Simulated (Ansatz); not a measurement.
fcc Al was calculated with revPBE (plane waves, PAW; Ansatz, a quantum-chemistry and plane-wave program).

Settings: plane-wave cutoff 520 eV, 24×24×24 k mesh, Fermi–Dirac smearing 0.05 eV, scalar-relativistic PAW data made under PBE.

Pressure at four volumes; x = ln(V/16.719 Å³). One pressure is withheld.

| V (Å³/atom) | x | P (GPa) |
|---|---|---|
| 15.716 | -0.0619 | ? |
| 16.050 | -0.0408 | 3.38 |
| 16.719 | 0.0000 | 0.00 |
| 17.722 | 0.0583 | -3.84 |

Task: Pass a parabola P(x) through the three rows shown, estimate the bulk modulus and its pressure derivative near zero pressure, and predict the withheld pressure.

Result: Slopes between the rows: (0.00 − (3.38))/(0.0000 − (-0.0408)) = -82.84 and (-3.84 − (0.00))/(0.0583 − (0.0000)) = -65.87 GPa. Their difference over the span 0.0991 is c = 16.97/0.0991 = 171.2 GPa, so P(x) = 3.38 + (-82.84)(x − (-0.0408)) + 171.2 (x − (-0.0408))(x − (0.0000)). At the middle row B = −dP/dx = −[-82.84 + 171.2 × 0.0408] = 75.9 GPa, and B′ = dB/dP = 2c/B = 4.5. At x = -0.0619 the parabola gives 5.35 GPa; the run gives 5.37 GPa. The Birch–Murnaghan fit to the energies at all volumes has B0 = 75.3 GPa and B′ = 4.6.

Measured, for comparison: bulk modulus 80.8 GPa (corrected for temperature and zero-point phonon effects, our sources range from 77.1 to 82.0; as tabulated in Levämäki et al. (2014), arXiv:1402.3671). Computed (rounded) less measured: bulk modulus -7 % (-2 % to -8 % over the range).
